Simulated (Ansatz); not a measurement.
A nudged elastic band was laid between two geometries of CH4AlF + H2 (9 atoms, charge 0, multiplicity 1).

Theory: RKS B3LYP/def2-mTZVP in Ansatz 0.2.0.

* movable images: 7
* climbing image: yes
* spring: 5.0 eV/Å²
* optimiser: quadratic models (default)
* start path: through a guess of the saddle point
* force threshold: 0.05 eV/Å
* iteration limit: 60
* end points: relaxed

Image 0:

```xyz
9
Properties=species:S:1:pos:R:3
Al 0.028 -0.383 -0.053
F 0.077 -0.785 1.563
C 1.717 -0.153 -0.995
H 2.135 -1.121 -1.293
H 1.607 0.438 -1.908
H 2.472 0.329 -0.369
H -1.414 -0.262 -0.681
H -0.029 2.735 1.015
H -0.012 2.284 1.607
```

Image 8:

```xyz
9
Properties=species:S:1:pos:R:3
Al -0.018 0.585 -0.290
F 0.174 0.101 1.836
C 1.707 -0.021 -1.006
H 1.810 -1.109 -0.964
H 1.817 0.258 -2.060
H 2.561 0.412 -0.479
H -1.363 -0.195 -0.607
H -0.161 2.090 0.262
H 0.054 0.962 2.195
```

(1) What changes between the two ends?

(2) What energy profile does the band end with?

(3) What is the geometry of the highest image?

(4) What are the harmonic wavenumbers there?

## Answers

(1) Bonds broken: Al1–F2, H8–H9. Bonds formed: Al1–H8, F2–H9. CH4AlF + H2 becomes CH6AlF.

(2) The forces met the threshold. The highest image is number 6 of 0 to 8, 37.6 kcal/mol above the first end and 1.2 kcal/mol above the last; the last end lies 36.4 kcal/mol above the first. A vibrational analysis at the climbing image gives one clearly imaginary mode, 513i cm⁻¹: a first-order saddle point. The orbitals stay closed-shell, which can raise the energy where a bond breaks towards radicals; this wasn't checked here.

```csv
image,path coordinate (Å),energy (kcal/mol),Al1–F2 (Å),H8–H9 (Å),Al1–H8 (Å)
0,0.00,0.0,1.67,0.74,3.30
1,0.38,0.0,1.67,0.74,2.96
2,0.76,0.4,1.67,0.74,2.64
3,1.15,2.0,1.68,0.75,2.35
4,1.53,7.9,1.70,0.76,2.08
5,1.91,25.6,1.82,0.89,1.84
6,2.29,37.6,2.00,1.25,1.70
7,2.70,36.7,2.16,1.73,1.63
8,3.11,36.4,2.19,2.25,1.61
```

(3) 
```xyz
9
Properties=species:S:1:pos:R:3
Al -0.001 0.393 -0.142
F 0.142 0.117 1.836
C 1.714 -0.013 -0.982
H 1.880 -1.092 -1.056
H 1.770 0.380 -2.002
H 2.557 0.408 -0.429
H -1.411 -0.149 -0.595
H -0.100 1.901 0.638
H 0.030 1.137 1.616
```

(4) 513i, 58, 152, 350, 449, 562, 627, 672, 758, 839, 1111, 1161, 1290, 1484, 1485, 1617, 1968, 2250, 3018, 3073, 3087 cm⁻¹.

Time of the run: 2.2 min on 2 threads of Intel(R) Xeon(R) Platinum 8259CL CPU @ 2.50GHz (Skylake/Cascade Lake), on a shared host, peak memory 0.17 GiB.
